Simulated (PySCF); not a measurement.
Gas-phase reaction: C3H6 (propylene) + C6H6 → 3 C3H4 (propyne)

Computed with PySCF and rigid-rotor harmonic-oscillator thermochemistry at 1 bar. The comparison is the NASA 1993 polynomial table, which mixes measured and estimated data. † marks an energy on the PBE0/def2-TZVP geometry and frequencies; other levels use their own. MP2 freezes the core. All species are closed-shell singlets. B3LYP is the form with VWN-RPA correlation. MP2 isn't extrapolated to the basis-set limit; its ΔH°(298 K) is 479.5 kJ in def2-SVP and 465.1 kJ in def2-TZVPP. The harmonic model lacks anharmonicity and excited electronic states, which grow with temperature; levels with a mode under 35 cm⁻¹ are left out. Internal rotation in C3H6 (propylene) is treated as a harmonic vibration of one conformer, which makes the entropy rough.

```tsv
level	ΔH°(298 K), kJ	minus table	ΔG°(800 K), kJ
table	450.9	-	277.2
B3LYP/def2-TZVP†	448.4	-2.5	276.6
BLYP/def2-TZVP†	420.1	-30.8	248.3
M06-2X/def2-TZVP†	451.7	0.8	279.9
MP2/def2-SVP†	479.5	28.6	307.8
PBE/def2-SVP	520.1	69.2	347.2
PBE0/def2-SVP†	540.0	89.1	368.3
r2SCAN/def2-TZVP†	497.6	46.7	325.8
LDA/def2-TZVP†	561.9	111.0	390.1
```
